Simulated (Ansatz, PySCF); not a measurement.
Isomers of C3H4: 1 is C#CC, 2 is C=C=C; one conformer of each (the lowest of an xTB search), B3LYP-D3(BJ)/def2-TZVP minima.
Isomer 1 (charge 0, multiplicity 1):
| atom | x (Å) | y (Å) | z (Å) |
|---|---|---|---|
| C | 1.6941 | 0.1398 | -0.1043 |
| C | 0.5009 | 0.0413 | -0.0309 |
| C | -0.9455 | -0.0780 | 0.0582 |
| H | 2.7504 | 0.2270 | -0.1694 |
| H | -1.4378 | 0.6988 | -0.5303 |
| H | -1.2805 | -1.0476 | -0.3158 |
| H | -1.2816 | 0.0187 | 1.0925 |
Isomer 2 (charge 0, multiplicity 1):
```xyz
7

C     -1.300     0.001     0.006
C      0.000     0.000     0.000
C      1.300    -0.001    -0.006
H     -1.859     0.499     0.789
H     -1.867    -0.497    -0.773
H      1.865    -0.782     0.490
H      1.861     0.780    -0.506
```

No zero-point or thermal terms.

Rows in 6-31G*, STO-3G carry no dispersion term and start afresh at each structure (6-31G* with six Cartesian d functions). MP2/6-31G* freezes PySCF's default core.

Run with Ansatz (Gaussian basis) for Hartree–Fock, density functionals and correlated methods; PySCF for 6-31G* rows, STO-3G rows, the dispersion terms. 

Task: One of these levels gives -1.97 kcal/mol for the electronic energy of isomer 2 less that of isomer 1. Which?
(A) MP2/6-31G*
(B) BHLYP-D3(BJ)/def2-TZVPP
(C) B3LYP/def2-TZVPP
(D) HF/STO-3G

Result: C, B3LYP/def2-TZVPP. The others give 15.43 (HF/STO-3G), -0.66 (BHLYP-D3(BJ)/def2-TZVPP), 4.56 (MP2/6-31G*)

Ansatz is an electronic-structure program.
